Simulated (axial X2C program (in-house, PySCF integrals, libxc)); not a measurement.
**Potential curves of PN⁻, with spin–orbit coupling**

Computed with an in-house all-electron X2C program for linear molecules (integrals from PySCF). Two-component (2c) means X2C with spin–orbit coupling and atomic mean-field two-electron Coulomb and Gaunt terms. Basis: P dyall-av3z [9s8p3d2f], N dyall-av3z [7s7p3d2f] (cores contracted in-house); Gaussian nuclei, density fitting, unrestricted open shells. Masses: P 30.974 u, N 14.003 u.

State: Ω = 1/2 (⟨Sz⟩ = -0.50, ⟨Lz⟩ = 1.00 at PBE0). Energies in eV from the fragments at the same level (P- + N). Fits are polynomials in 1 − R0/R over 0.85 to 1.23 times the lowest point R0.

```csv
R (Å),PBE0,r2SCAN0
1.3415,-3.9705,-3.5132
1.4032,-4.8153,-4.3380
1.4495,-5.1779,-4.6850
1.4957,-5.3645,-4.8569
1.5420,-5.4154,-4.8943
1.5960,-5.3440,-4.8088
1.6499,-5.1689,-4.6225
1.7193,-4.8388,-4.2874
1.8041,-4.3466,-3.8113
1.9275,-3.6019,-3.1079
```

The state is a single determinant with fixed occupations, the lowest that a limited PBE0 search found. Dissociation energies refer to the lowest single-determinant-based atoms at the same level and basis. Density functionals use the spin component along the axis (collinear). The highest occupied level is positive at some bond lengths even in Hartree–Fock (under at least one Hamiltonian), so the basis set holds the extra electron there; where that holds at Re the anion is at best weakly bound and its constants depend on the basis. In 2c an atomic determinant is not the ground J level, so De misses part of the atomic spin–orbit lowering. This holds for PBE0, r2SCAN0. The functionals have no current-density term, which raises determinants with orbital currents, atoms included. The determinant is spin-polarised beyond a pure state at some levels (its spin-free form has ⟨S²⟩ too high), which makes Re and μ there less reliable.

(1) Fit the PBE0 curve near its minimum: give the equilibrium distance, the harmonic wavenumber and the well depth.

(2) Fit the r2SCAN0 curve near its minimum: give the equilibrium distance, the harmonic wavenumber and the well depth.

Answers

(1) At PBE0, 2c: Re = 1.539 Å, ωe ≈ 1180 cm⁻¹, De = 5.42 eV to P- + N; Be follows as 0.738 cm⁻¹.

(2) At r2SCAN0, 2c: Re = 1.534 Å, ωe ≈ 1190 cm⁻¹, De = 4.90 eV to P- + N; Be follows as 0.743 cm⁻¹.
